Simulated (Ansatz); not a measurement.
Input file:

```yaml
crystal:
  periodic: [false, false, false]
  atoms:
    - {symbol: P, position_ang: [0.000000, -0.181599, 1.505653]}
    - {symbol: C, position_ang: [0.000000, 0.577758, 0.030444]}
    - {symbol: P, position_ang: [0.000000, -0.073363, -1.594861]}
    - {symbol: H, position_ang: [0.000000, 0.950311, 2.378558]}
basis:
  gaussian: {orbitals: "6-31G*"}
magnetization: {spin_polarized: true, initial_magnetization: 5}
correlation: {method: ccsd_t, electrons: outside_noble_gas}
scf: {omitted_lower_state_checks: [cluster_reference]}
```

```sh
$ ansatz run in.yaml --threads 1 --pin off --events-out ev --progress --plain --max-ram 2393MiB
```

Log:

```
these checks for a lower state are left out or cut short: cluster_reference
510 factors; integrals over basis functions are off by at most 7.6e-4 eV
mean field evaluation 1: about -19579.2065 eV, gradient 1.3e1 eV
mean field evaluation 2: about -19579.2772 eV, gradient 1.3e1 eV
mean field evaluation 4: about -19580.8831 eV, gradient 2.8e0 eV
mean field evaluation 8: about -19581.0395 eV, gradient 1.0e0 eV
mean field evaluation 16: about -19581.7406 eV, gradient 4.2e-6 eV
mean field evaluation 32: about -19581.6615 eV, gradient 5.2e-1 eV
mean field evaluation 64: about -19580.9527 eV, gradient 1.1e-1 eV
mean field evaluation 96: about -19582.2259 eV, gradient 2.9e0 eV
mean field -19583.53205034 eV, -719.6815286553 hartree, gradient 1.8e-6 eV, S^2 8.813719; 4 other end points of the search recorded, 0 dependent functions left out
11 core orbitals not correlated: weight in the atoms' cores, before any rotation towards them, 1.000 or more for the frozen orbitals, at most 0.000 for the correlated occupied ones
reference -19583.53205034 eV, -719.6815286553 hartree; 10, 5 occupied and 34, 39 virtual orbitals, 510 factors
second order -6.05709934 eV of doubles, -0.00000000 eV of singles
cycle   1  -6.92118888 eV  change   -8.6e-1 eV  update   8.3e-2
cycle   2  -7.29742747 eV  change   -3.8e-1 eV  update   3.5e-2
cycle   3  -7.35156906 eV  change   -5.4e-2 eV  update   1.8e-2
cycle   4  -7.35424953 eV  change   -2.7e-3 eV  update   8.9e-3
cycle   5  -7.35866875 eV  change   -4.4e-3 eV  update   4.2e-3
cycle   6  -7.35901415 eV  change   -3.5e-4 eV  update   1.5e-3
cycle   7  -7.35935215 eV  change   -3.4e-4 eV  update   6.6e-4
cycle   8  -7.35947460 eV  change   -1.2e-4 eV  update   2.4e-4
cycle   9  -7.35939316 eV  change    8.1e-5 eV  update   1.2e-4
cycle  10  -7.35940636 eV  change   -1.3e-5 eV  update   5.8e-5
cycle  11  -7.35941058 eV  change   -4.2e-6 eV  update   2.7e-5
cycle  12  -7.35940992 eV  change    6.5e-7 eV  update   1.1e-5
perturbative correction -0.21728551 eV, -0.0079850953 hartree
Total energy: -19591.10874578 eV, -719.9599670769 hartree
Checks for a lower state left out: cluster_reference
```

Ran on 1 thread of Arm Neoverse N1, shared host: 5 s wall, 0.14 GiB peak host memory.
